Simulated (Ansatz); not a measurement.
in.yaml

```yaml
crystal:
  periodic: [false, false, false]
  atoms:
    - {symbol: Ti, position_ang: [0.000000, 0.000000, 0.000000]}
    - {symbol: H, position_ang: [0.000000, 0.000000, 1.753968]}
basis:
  gaussian: {orbitals: def2-TZVPP}
total_charge: 1
magnetization: {spin_polarized: true, initial_magnetization: 2}
hamiltonian: {xc: {name: BLYP}}
```

```sh
$ ansatz run in.yaml --threads 1 --pin off --events-out ev --progress --plain --max-ram 2393MiB
```

The program prints:

```
491 factors; their error is unknown
mean field evaluation 1: about -23112.7427 eV, gradient 5.0e1 eV
mean field evaluation 2: about -23083.5584 eV, gradient 8.4e1 eV
mean field evaluation 4: about -23121.1735 eV, gradient 1.1e1 eV
mean field evaluation 8: about -23122.0009 eV, gradient 3.8e-1 eV
mean field evaluation 16: about -23121.9968 eV, gradient 7.3e-3 eV
mean field evaluation 32: about -23112.7427 eV, gradient 5.0e1 eV
mean field evaluation 64: about -23121.8064 eV, gradient 7.1e0 eV
mean field evaluation 96: about -23121.7265 eV, gradient 2.5e-4 eV
mean field evaluation 128: about -23122.0687 eV, gradient 3.5e-1 eV
mean field evaluation 160: about -23121.7647 eV, gradient 8.1e-1 eV
mean field -23122.13015181 eV, -849.7226103362 hartree, gradient 9.6e-6 eV, S^2 2.009523; 12 other end points of the search recorded, 0 dependent functions left out
reference -23122.13041020 eV, -849.7226198319 hartree; 12, 10 occupied and 66, 68 virtual orbitals, 491 factors
Total energy: -23122.13041020 eV, -849.7226198319 hartree
```

Ran on 1 thread of Arm Neoverse V2, shared host: 21 s wall, 0.19 GiB peak host memory.
